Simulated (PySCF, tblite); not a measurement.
# C4H4F2: geometry, infrared bands, NMR shifts and spin-spin couplings

Wanted: the infrared bands, NMR shifts and spin-spin couplings of C4H4F2 (`C=C1CC1(F)F`), by calculation.

The runs use tblite 0.8.0 and PySCF 2.14.0, with density-fitted response routines of our own; the level of theory stands in each step. All values are computed, except where a source is named. Atoms are numbered from 0 throughout.

### Step 1. The molecule as given

10 atoms, charge 0, multiplicity 1; geometry from: force field or distance geometry start.

Bonds of the start (Å): C0–C1 1.33, C1–C2 1.41, C2–C3 1.55, C3–F4 1.36, C3–F5 1.37, C3–C1 1.40, C0–H6 1.08, C0–H7 1.09, C2–H8 1.08, C2–H9 1.08.

### Step 2. Relaxing the molecule with GFN2-xTB

Job settings and geometry (Å):

```
{"job": {"kind": "relax", "xc": "GFN2-xTB", "basis": "xTB"}, "charge": 0, "multiplicity": 1}
C      1.645900    -0.250000     0.017500
C      0.330100    -0.061000     0.004300
C     -0.907600    -0.516400     0.504400
C     -0.755700     0.685000    -0.465100
F     -1.210000     0.570400    -1.741900
F     -1.027800     1.947600    -0.010100
H      2.090600    -1.040100     0.595200
H      2.296800     0.402000    -0.556200
H     -1.299000    -1.436500     0.092800
H     -1.154400    -0.296500     1.536500
```

Command:

```console
> OMP_NUM_THREADS=1 python probes_run.py task.json out
```

One launch serves the whole session: the jobs run in the order shown.

What it wrote:

```text
step      E/eV     max force
  0    -543.89301    5.157
  1    -543.89184    5.826
  2    -544.06980    0.771
  3    -544.08427    0.292
  4    -544.09279    0.233
  5    -544.10070    0.225
  6    -544.10599    0.203
  7    -544.11220    0.140
  8    -544.11410    0.074
  9    -544.11467    0.052
 10    -544.11501    0.051
 11    -544.11539    0.047
 12    -544.11566    0.044
 13    -544.11581    0.037
 14    -544.11593    0.033
 15    -544.11607    0.037
 16    -544.11621    0.031
 17    -544.11631    0.027
 18    -544.11640    0.029
 19    -544.11651    0.028
 20    -544.11662    0.036
 21    -544.11672    0.028
 22    -544.11677    0.014
 23    -544.11679    0.010
```

Run time: 0.09 s. Hardware: 1 thread of Arm Neoverse V1, shared host.

Step by step: (the energy doesn't fall at every step)

```tsv
step	energy from step 0 (eV)	largest force (eV/Å)
0	0.0000	5.1573
1	0.0012	5.8262
2	-0.1768	0.7714
3	-0.1913	0.2922
4	-0.1998	0.2326
5	-0.2077	0.2251
6	-0.2130	0.2034
7	-0.2192	0.1402
8	-0.2211	0.0743
9	-0.2217	0.0522
10	-0.2220	0.0514
11	-0.2224	0.0473
12	-0.2227	0.0438
13	-0.2228	0.0370
14	-0.2229	0.0328
15	-0.2231	0.0369
16	-0.2232	0.0309
17	-0.2233	0.0267
18	-0.2234	0.0286
19	-0.2235	0.0283
20	-0.2236	0.0361
21	-0.2237	0.0279
22	-0.2238	0.0142
23	-0.2238	0.0097
```

Close pairs (by a distance rule), those that changed most:

```tsv
bond	before (Å)	after (Å)	change (Å)
C1–C2	1.410	1.479	+0.069
C1–C3	1.399	1.460	+0.061
C2–C3	1.551	1.504	-0.048
C0–C1	1.329	1.308	-0.021
C3–F5	1.369	1.352	-0.017
C0–H7	1.085	1.077	-0.008
C3–F4	1.360	1.352	-0.008
C2–H9	1.084	1.081	-0.003
```

The final coordinates are the input of the step that follows.

### Step 3. Harmonic vibrations with GFN2-xTB

Job settings and geometry (Å):

```
{"job": {"kind": "ir", "xc": "GFN2-xTB", "basis": "xTB"}, "charge": 0, "multiplicity": 1}
C      1.690294    -0.239954     0.009450
C      0.391755    -0.079504     0.018951
C     -0.943059    -0.502724     0.495270
C     -0.778506     0.661559    -0.441901
F     -1.213294     0.566959    -1.718844
F     -1.032894     1.917461    -0.009693
H      2.161904    -1.024369     0.578908
H      2.332057     0.404077    -0.568784
H     -1.374795    -1.410208     0.097550
H     -1.224579    -0.288643     1.516566
```

What it wrote:

```text
mode    cm-1     km/mol
  1     148.4      0.09
  2     251.8      5.83
  3     316.0      1.42
  4     425.6     19.06
  5     437.9      3.73
  6     512.6     23.11
  7     675.6      1.19
  8     726.2     23.98
  9     848.3     19.06
 10     867.9     18.05
 11     904.1     20.96
 12     973.0      0.23
 13     989.7     28.08
 14    1044.6      7.44
 15    1119.3     36.97
 16    1132.1    218.08
 17    1311.5    141.81
 18    1378.6     15.98
 19    1423.3     45.28
 20    1875.4     12.30
 21    3074.2      2.86
 22    3084.6      2.14
 23    3089.1      6.88
 24    3114.0     13.35
```

Run time: 0.16 s. Hardware: 1 thread of Arm Neoverse V1, shared host.

Which atoms move in the most intense modes:

```tsv
cm⁻¹	km/mol	atoms
513	23.1	C3 26 %, C1 20 %, C2 18 %
726	24.0	F5 31 %, F4 31 %, C1 15 %, C2 11 %
904	21.0	H6 44 %, H7 27 %, C0 21 %
990	28.1	H7 23 %, H6 20 %, C2 19 %, C0 14 %
1119	37.0	C1 30 %, C2 28 %, H6 12 %
1132	218.1	C3 66 %
1312	141.8	C3 57 %
1423	45.3	H6 28 %, H7 28 %, C3 14 %, C0 11 %
```

### Step 4. NMR shieldings: PBE0/pcSseg-1

Settings changed since step 3:

```diff
@@ -1,2 +1,2 @@
-{"job": {"kind": "ir", "xc": "GFN2-xTB", "basis": "xTB"}, "charge": 0, "multiplicity": 1}
+{"job": {"kind": "nmr", "xc": "PBE0", "basis": "pcSseg-1"}, "charge": 0, "multiplicity": 1}
 C      1.690294    -0.239954     0.009450
```

With the program's defaults for keys left out, this is: GIAO PBE0/pcSseg-1 NMR shielding, non-relativistic, gas phase.

What it wrote:

```text
coarse grid: 9000 points
cycle   1  E = -353.8973209587  dE =  1.016e+00  |g| = 6.753e-01  |ddm| = 2.985e+00
cycle   2  E = -353.8288230341  dE =  6.850e-02  |g| = 9.609e-01  |ddm| = 1.023e+00
cycle   3  E = -353.9761905092  dE = -1.474e-01  |g| = 8.218e-02  |ddm| = 6.442e-01
cycle   4  E = -353.9773670990  dE = -1.177e-03  |g| = 4.497e-02  |ddm| = 9.915e-02
cycle   5  E = -353.9778399959  dE = -4.729e-04  |g| = 1.084e-02  |ddm| = 3.849e-02
cycle   6  E = -353.9778669269  dE = -2.693e-05  |g| = 2.458e-03  |ddm| = 9.474e-03
cycle   7  E = -353.9778682974  dE = -1.370e-06  |g| = 7.525e-04  |ddm| = 3.347e-03
final grid: 89528 points
cycle   8  E = -354.0265206018  dE = -3.116e-05  |g| = 7.029e-03  |ddm| = 2.605e-02
cycle   9  E = -354.0265145972  dE =  6.005e-06  |g| = 9.497e-03  |ddm| = 1.198e-02
cycle  10  E = -354.0265312980  dE = -1.670e-05  |g| = 9.995e-04  |ddm| = 6.508e-03
cycle  11  E = -354.0265314767  dE = -1.787e-07  |g| = 2.561e-04  |ddm| = 8.131e-04
cycle  12  E = -354.0265314877  dE = -1.098e-08  |g| = 1.490e-04  |ddm| = 3.084e-04
cycle  13  E = -354.0265314931  dE = -5.413e-09  |g| = 1.262e-05  |ddm| = 1.342e-04
cycle  14  E = -354.0265314931  dE = -2.501e-11  |g| = 6.840e-06  |ddm| = 1.823e-05
converged SCF energy = -354.0265314931

GIAO shielding tensors (ppm)
atom      isotropic    diamagn.    paramagn.     s11        s22        s33       span
  0 C       67.219     254.776    -187.557    -36.634     64.373    173.918    210.552
  1 C       47.747     262.616    -214.869    -45.018      3.566    184.693    229.711
  2 C      166.173     252.678     -86.505    142.112    157.313    199.094     56.983
  3 C       73.299     240.537    -167.238     33.974     62.968    122.955     88.981
  4 F      317.266     472.190    -154.924    187.871    334.369    429.557    241.687
  5 F      317.235     472.195    -154.960    187.775    334.443    429.488    241.713
  6 H       25.640      29.597      -3.957     23.338     24.329     29.252      5.913
  7 H       25.165      29.687      -4.522     22.718     23.914     28.861      6.143
  8 H       29.835      29.488       0.347     25.671     26.859     36.974     11.303
  9 H       29.835      29.493       0.342     25.670     26.860     36.975     11.306
```

Run time: 8.8 s. Hardware: 1 thread of Arm Neoverse V1, shared host; peak memory 0.55 GiB.

The references, computed at this level on geometries of the same kind, shield at (ppm): ¹H TMS 31.72, ¹³C TMS 186.9, ¹⁹F CFCl3 170.9. Their shielding less the atom's gives the shift. The references are single molecules in the gas phase, so shifts against H2O, NH3, PH3, H3PO4 or CFCl3 are not on the usual liquid scales and can be off by tens of ppm. Atoms listed in one row are averaged.

```tsv
atoms	environment	σ (ppm)	δ (ppm)	δ scaled to CDCl3
C1	fully substituted alkene carbon	47.7	139.2	133.9
C0	terminal =CH2 carbon	67.2	119.7	114.9
C3	three-membered-ring carbon bearing a halogen	73.3	113.6	109.0
C2	three-membered-ring carbon	166.2	20.8	18.3
H7	hydrogen on a terminal =CH2 carbon	25.16	6.55	6.28
H6	hydrogen on a terminal =CH2 carbon	25.64	6.08	5.83
H8, H9	hydrogen on a three-membered-ring carbon	29.83	1.88	1.88
F4, F5	fluorine of a CF2 group	317.3	-146.3	–
```

The scaled column applies a straight-line fit of computed shieldings to shifts measured in CDCl3, and one for carbons that bear F (root-mean-square error 0.16 ppm for H, 1.9 ppm for C).

The run also stored atomic charges by several schemes (e):

```tsv
atoms	Mulliken	IAO	Hirshfeld	ESP fit
C0	-0.07	-0.29	-0.08	-0.51
C1	-0.28	-0.04	-0.02	0.13
C2	-0.20	-0.34	-0.10	-0.39
C3	0.51	0.55	0.16	0.40
F4, F5	-0.28	-0.28	-0.10	-0.20
```

Mayer bond orders: C0–C1 2.03, C1–C2 0.86, C2–C3 0.98, C3–F4 0.98, C3–F5 0.98, C3–C1 0.90.

Ring of atoms C1, C2, C3: NICS(0) -21.0, NICS(1) -6.2, NICS(1)zz -12.1 ppm (means of both faces).

In rings of three or four atoms NICS is ruled by the nearby σ bonds, so it says little on aromaticity.

### Step 5. Spin-spin couplings: B3LYP/pcJ-1

Settings changed since step 4:

```diff
@@ -1,2 +1,2 @@
-{"job": {"kind": "nmr", "xc": "PBE0", "basis": "pcSseg-1"}, "charge": 0, "multiplicity": 1}
+{"job": {"kind": "j", "xc": "B3LYP", "basis": "pcJ-1"}, "charge": 0, "multiplicity": 1}
 C      1.690294    -0.239954     0.009450
```

Level: B3LYP/pcJ-1 indirect spin-spin coupling, non-relativistic, gas phase.

What it wrote:

```text
coarse grid: 9000 points
cycle   1  E = -354.2982614826  dE =  9.509e-01  |g| = 7.316e-01  |ddm| = 2.801e+00
cycle   2  E = -354.1986550910  dE =  9.961e-02  |g| = 1.102e+00  |ddm| = 1.107e+00
cycle   3  E = -354.3864059929  dE = -1.878e-01  |g| = 9.934e-02  |ddm| = 6.920e-01
cycle   4  E = -354.3879225364  dE = -1.517e-03  |g| = 6.077e-02  |ddm| = 1.188e-01
cycle   5  E = -354.3887653432  dE = -8.428e-04  |g| = 1.585e-02  |ddm| = 4.964e-02
cycle   6  E = -354.3888223546  dE = -5.701e-05  |g| = 3.001e-03  |ddm| = 1.223e-02
cycle   7  E = -354.3888242361  dE = -1.882e-06  |g| = 1.106e-03  |ddm| = 3.794e-03
final grid: 89528 points
cycle   8  E = -354.4417005545  dE = -1.392e-04  |g| = 7.436e-03  |ddm| = 1.653e-02
cycle   9  E = -354.4416911948  dE =  9.360e-06  |g| = 1.062e-02  |ddm| = 1.183e-02
cycle  10  E = -354.4417100654  dE = -1.887e-05  |g| = 7.110e-04  |ddm| = 7.132e-03
cycle  11  E = -354.4417101005  dE = -3.512e-08  |g| = 4.748e-04  |ddm| = 7.113e-04
cycle  12  E = -354.4417101447  dE = -4.421e-08  |g| = 1.310e-04  |ddm| = 3.757e-04
cycle  13  E = -354.4417101490  dE = -4.280e-09  |g| = 1.959e-05  |ddm| = 1.174e-04
cycle  14  E = -354.4417101490  dE = -6.719e-11  |g| = 1.010e-05  |ddm| = 2.356e-05
converged SCF energy = -354.4417101490

Indirect spin-spin couplings (Hz)
  i      j    bonds     total        FC       PSO       DSO        SD
  0 C    1 C    1    103.012   111.992    -9.188     0.208         -
  0 C    2 C    2     -3.769    -3.217    -0.460    -0.093         -
  0 C    3 C    2     -3.398    -3.862     0.507    -0.043         -
  0 C    4 F    3     -0.837     2.086    -1.187    -0.236    -1.500
  0 C    5 F    3     -0.826     2.099    -1.196    -0.236    -1.493
  0 C    6 H    1    167.884   167.039     0.270     0.575         -
  0 C    7 H    1    172.477   171.675     0.216     0.586         -
  0 C    8 H    3      4.726     4.823     0.243    -0.340         -
  0 C    9 H    3      4.745     4.842     0.243    -0.340         -
  1 C    2 C    1     21.133    21.697    -0.802     0.238         -
  1 C    3 C    1     39.631    41.128    -1.861     0.364         -
  1 C    4 F    2      5.932     7.423    -1.527    -0.092     0.128
  1 C    5 F    2      5.825     7.318    -1.536    -0.093     0.135
  1 C    6 H    2     -2.318    -0.538    -1.393    -0.387         -
  1 C    7 H    2     -1.919    -0.119    -1.424    -0.377         -
  1 C    8 H    2     -7.514    -7.780     0.476    -0.211         -
  1 C    9 H    2     -7.514    -7.780     0.477    -0.211         -
  2 C    3 C    1     18.045    18.917    -1.189     0.316         -
  2 C    4 F    2     10.005    11.175    -0.474    -0.157    -0.540
  2 C    5 F    2     10.047    11.213    -0.471    -0.157    -0.539
  2 C    6 H    3      6.830     6.955     0.048    -0.173         -
  2 C    7 H    3     11.550    11.762     0.275    -0.488         -
  2 C    8 H    1    167.320   165.786     0.616     0.918         -
  2 C    9 H    1    167.318   165.784     0.616     0.918         -
  3 C    4 F    1   -362.790  -365.069    -9.647     1.167    10.759
  3 C    5 F    1   -363.024  -365.285    -9.658     1.167    10.751
  3 C    6 H    3     15.810    15.747     0.423    -0.359         -
  3 C    7 H    3      9.307     9.242     0.100    -0.035         -
  3 C    8 H    2     -3.894    -4.026     0.161    -0.028         -
  3 C    9 H    2     -3.895    -4.027     0.160    -0.028         -
  4 F    5 F    2    152.670    18.304    61.672    -0.643    73.337
  4 F    6 H    4      2.558     2.222     0.921    -1.296     0.709
  4 F    7 H    4      1.564     2.609     0.102    -0.446    -0.701
  4 F    8 H    3      7.335     6.487     1.824    -0.056    -0.920
  4 F    9 H    3     -3.618    -3.531     1.907    -1.981    -0.012
  5 F    6 H    4      2.542     2.209     0.920    -1.295     0.708
  5 F    7 H    4      1.589     2.637     0.100    -0.447    -0.700
  5 F    8 H    3     -3.605    -3.520     1.906    -1.981    -0.011
  5 F    9 H    3      7.328     6.482     1.824    -0.055    -0.922
  6 H    7 H    2     -1.294    -1.518     3.854    -3.630         -
  6 H    8 H    4     -3.649    -3.534     0.564    -0.679         -
  6 H    9 H    4     -3.639    -3.524     0.564    -0.679         -
  7 H    8 H    4     -4.432    -4.284     1.533    -1.680         -
  7 H    9 H    4     -4.448    -4.301     1.534    -1.681         -
  8 H    9 H    2    -17.155   -17.363     3.048    -2.841         -
```

It took 23 s on 1 thread of Arm Neoverse V1, shared host; peak memory 0.78 GiB.

A choice of the couplings up to four bonds, sorted by the number of bonds, with means over like pairs; isotopes 13C, 19F, 1H:

```tsv
pair	bonds	J (Hz)	Fermi contact (Hz)	dihedral (°)
C3–F4	1	-362.9	-365.2	–
C0–H7	1	172.5	171.7	–
C0–H6	1	167.9	167.0	–
C2–H8	1	167.3	165.8	–
C0–C1	1	103.0	112.0	–
C1–C3	1	39.6	41.1	–
C1–C2	1	21.1	21.7	–
C2–C3	1	18.0	18.9	–
F4–F5	2	152.7	18.3	–
H8–H9	2	-17.2	-17.4	–
C2–F4	2	10.0	11.2	–
C1–H8	2	-7.5	-7.8	–
C1–F4	2	5.9	7.4	–
C3–H8	2	-3.9	-4.0	–
C0–C2	2	-3.8	-3.2	–
C0–C3	2	-3.4	-3.9	–
C1–H6	2	-2.3	-0.5	–
C3–H6	3	15.8	15.7	180
C2–H7	3	11.6	11.8	-180
C3–H7	3	9.3	9.2	0
F4–H8	3	7.3	6.5	3
C2–H6	3	6.8	7.0	0
C0–H8	3	4.7	4.8	-74
F4–H9	3	-3.6	-3.5	-140
H7–H8	4	-4.4	-4.3	–
H6–H8	4	-3.6	-3.5	–
F4–H6	4	2.5	2.2	–
F4–H7	4	1.6	2.6	–
```

Where two rows join the same classes of atoms, they are the two kinds of pair (J and J′ of an AA′XX′ pattern), each a mean over its own pairs alone.

The spin-dipole term was solved for some atoms only; pairs without it lack that part.

Shifts (PBE0/pcSseg-1, unscaled) and these couplings together give the proton spectrum at 500 MHz below.

¹H NMR δ 6.55 (ttd, J = 4.4, 1.6, 1.3 Hz, 1H), 6.08 (ttd, J = 3.6, 2.5, 1.3 Hz, 1H), 1.88 (m, 2H).

### Step 6. Results

```
                                                                 quantity                          value
                                strongest single infrared mode (GFN2-xTB)          1132 cm⁻¹, 218 km/mol
                                             zero-point energy (GFN2-xTB)                  42.5 kcal/mol
                                   ¹³C shifts against TMS (PBE0/pcSseg-1)  139.2, 119.7, 113.6, 20.8 ppm
   ¹H shifts against TMS (PBE0/pcSseg-1, means over atoms taken as alike)           6.55, 6.08, 1.88 ppm
¹⁹F shifts against CFCl3 (PBE0/pcSseg-1, means over atoms taken as alike)                     -146.3 ppm
                              largest coupling of the table (B3LYP/pcJ-1)       ¹J(C,F) C3–F4, -362.9 Hz
```

In words: Over 23 steps the energy fell by 0.224 eV; of the close pairs, C1–C2 changed most, 1.410 to 1.479 Å. All 24 modes are real, so the xTB geometry is a minimum. The strongest single mode, at 1132 cm⁻¹, moves mainly C3. GFN2-xTB is a fitted tight-binding method: band positions and strengths are rough. Its intensities can rank the bands wrongly. The most deshielded carbon is C1 (fully substituted alkene carbon), at 139.2 ppm: as expected for a trigonal carbon in a double bond. In the run at B3LYP/pcJ-1, the largest coupling of the table is C3–F4 (mean over like pairs), -362.9 Hz, of which the Fermi-contact term gives -365.2 Hz. Couplings across rotatable bonds belong to this one conformer; where others are populated, the observed values are averages. Density functionals describe couplings to fluorine poorly, F–F couplings above all, so those rows are rough.
